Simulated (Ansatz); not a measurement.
Molecule: SiH2, net charge -1, doublet state. 
Geometry from a B3LYP-D3(BJ)/def2-TZVP (Ansatz, a quantum-chemistry and plane-wave program) optimisation:
```xyz
3

Si     0.1348    -0.0018     0.0000
H     -0.9588    -1.1035     0.0104
H     -0.9286     1.1291    -0.0104
```
Charge -1, spin multiplicity 2.

Basis-set convergence of Hartree-Fock and CCSD correlation energies (hartree) with Ansatz. Correlated levels leave the core frozen unless marked. Open shells are spin-unrestricted. Spin-orbit coupling is left out. No relativistic terms.

```tsv
basis	functions	E(HF)	E(corr, CCSD)
def2-SVPD	40	-289.93899	-0.13073
def2-TZVPPD	82	-290.04467	-0.15065
def2-QZVPPD	142	-290.05528	-0.15677
```

Extrapolating the two largest sets (X = 3 and 4) as X^-3: E(corr) = (64·(-0.15677) - 27·(-0.15065))/37 = -0.1612 Eh, an estimate of the basis-set limit. The largest set recovers 97.2 % of it, the smallest 81.1 %.
